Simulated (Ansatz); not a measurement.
Compare A (`C/C=C(\F)OC`) with its isomer B (`CO/C(C)=C\F`).

Program: Ansatz. Geometries: PBE0-D4/def2-TZVP. ΔE: electronic, gas phase. CBS: MP2 limit from def2 TZ/QZ plus the TZ coupled-cluster correction, frozen cores. Double bonds are as drawn, so ΔE can hold a change between cis and trans. Functionals use def2-TZVPP. B3LYP here is the variant with VWN-RPA as its local correlation; programs differ in this. Each species was taken in one conformer, which may not be the lowest.

A:

Z-matrix (Å, degrees):
```
C
C 1 1.489
H 1 1.090 2 111.5
H 1 1.094 2 111.1 3 -120.6
H 1 1.094 2 111.1 3 120.5
C 2 1.323 1 124.9 3 1.5
H 2 1.083 1 119.5 3 179.7
O 6 1.332 2 125.4 1 173.6
F 6 1.344 2 121.8 1 -3.3
C 8 1.423 6 115.6 2 129.1
H 10 1.088 8 106.1 6 -176.9
H 10 1.091 8 111.2 6 63.9
H 10 1.095 8 110.4 6 -58.1
```

B:

```xyz
13

C     0.8816   -1.5194   -0.8813
O     0.7417   -0.1197   -0.7222
C    -0.1568    0.3703    0.1550
C    -0.1253    1.8594    0.1764
C    -1.0061   -0.2876    0.9440
F    -1.1261   -1.6293    1.0081
H     1.6643   -1.6538   -1.6267
H    -0.0447   -1.9744   -1.2381
H     1.1813   -1.9979    0.0535
H    -0.8515    2.2607    0.8822
H    -0.3462    2.2541   -0.8188
H     0.8709    2.2103    0.4576
H    -1.6831    0.2273    1.6102
```

Which isomer does CCSD(T)/CBS put lower? Give the gap. (An estimate is asked.)

Ansatz gave: A, by 22.3 kJ/mol.

Give E(B) − E(A) in kJ/mol with B3LYP, B2PLYP, ωB97M-V, PBE0-D4, PBE-D4, CCSD/def2-TZVPP, HF/def2-TZVPP. (Best estimate.)

Ansatz gave: B3LYP 24.9, B2PLYP 24.3, ωB97M-V 25.1, PBE0-D4 25.2, PBE-D4 23.6, CCSD/def2-TZVPP 24.3, HF/def2-TZVPP 28.2. None reverses the order clearly.

Largest T1 diagnostic: 0.012.

In def2-TZVPP, CCSD(T) changes the Hartree–Fock value by −4.5 kJ/mol (the triples alone add −0.7 kJ/mol) and MP2 by −3.5 kJ/mol.
